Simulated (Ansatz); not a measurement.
2H WS₂ was calculated with PBE (Ansatz, an electronic-structure program, plane waves, PAW).

Run with plane-wave cutoff 500 eV, 12×12×4 k mesh (along the axes of the cell as run), gaussian smearing 0.02 eV, no spin polarisation, scalar-relativistic PAW data made under PBE.

Cell (relaxed at this level):

```
CELL_PARAMETERS angstrom
      1.59383    -2.76060     0.00000
      1.59383     2.76060     0.00000
      0.00000     0.00000    14.88173
ATOMIC_POSITIONS crystal
  W  0.33333 0.66667 0.25000
  W  0.66667 0.33333 0.75000
  S  0.33333 0.66667 0.64443
  S  0.66667 0.33333 0.14443
  S  0.66667 0.33333 0.35557
  S  0.33333 0.66667 0.85557
```

### Question
Estimate the band gap that the calculation returns.

### Answer

- band gap: 1.63 eV (on the SCF k mesh)

Measured, for comparison: band gap 1.35 eV (room temperature, not corrected to a static lattice, bulk 2H; as tabulated in Bastos et al. (2019), arXiv:1903.08112).

Note: the cell comes from a level without a dispersion term, which matters for the spacing of layers, chains or molecules; the cell has widely spaced layers and the level no dispersion term, so their spacing and the moduli can rest on weak binding.

Spin–orbit coupling is not included.

Computed values are for the static lattice.

Computing time: roughly 5 core-minutes.
